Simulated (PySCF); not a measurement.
Diaminoborane, BH5N2.
SMILES with atom numbers: `[NH2:1][BH:2][NH2:3]` (hydrogens: H4, H5 on N1; H6 on B2; H7, H8 on N3)

Cartesian coordinates in Å at the PBE0-D3(BJ)/def2-SVP level; atoms count from 1:
```
atom  x, y, z in Å
N1    -1.2902   -0.0652   -0.1199
B2     0.0304   -0.3970    0.2522
N3     1.1473    0.4130   -0.0463
H4    -2.0726   -0.6599    0.1060
H5    -1.5489    0.7709   -0.6254
H6     0.2149   -1.4313    0.8597
H7     2.0824    0.1549    0.2289
H8     1.0990    1.2893   -0.5477
```

Computed with EOM-IP-CCSD/aug-cc-pVDZ in PySCF, restricted Hartree–Fock reference, frozen core, non-relativistic, gas phase, PBE0-D3(BJ)/def2-SVP geometry.

Hartree–Fock orbital energies give these Koopmans values (eV): HOMO 10.28, HOMO-1 12.49, HOMO-2 13.01, HOMO-3 16.02, HOMO-4 17.74, HOMO-5 18.55, HOMO-6 19.40.

Task: What vertical ionisation energies does EOM-IP-CCSD give?

Result: 
| leading hole (HF orbital) | Koopmans (eV) | EOM-IP-CCSD (eV) | change (eV) | one-hole share |
| --- | --- | --- | --- | --- |
| HOMO | 10.28 | 9.24 | -1.04 | 0.95 |
| HOMO-1 | 12.49 | 11.42 | -1.07 | 0.94 |
| HOMO-2 | 13.01 | 12.28 | -0.73 | 0.96 |
| HOMO-3 | 16.02 | 14.70 | -1.32 | 0.95 |
| HOMO-4 | 17.74 | 16.62 | -1.12 | 0.95 |
| HOMO-5 | 18.55 | 17.43 | -1.12 | 0.95 |
| HOMO-6 | 19.40 | 17.81 | -1.59 | 0.93 |

Task: Does the order of the lines follow the orbital energies?

Result: Yes, no two lines change places. The corrections run from -1.59 to -0.73 eV, with a mean of -1.14 eV over the 7 lines; no line lies above its Koopmans value. Koopmans values leave out both the relaxation of the orbitals and the change in correlation energy.

Task: At what kinetic energies would He II light (40.81 eV) eject these electrons?

Result: 31.57 eV (HOMO), 29.39 eV (HOMO-1), 28.53 eV (HOMO-2), 26.11 eV (HOMO-3), 24.19 eV (HOMO-4), 23.38 eV (HOMO-5), 23.00 eV (HOMO-6).

One root was sought for each valence orbital with −ε under 21 eV, eight at most, so deeper holes and satellites are missing; no vibrational structure.
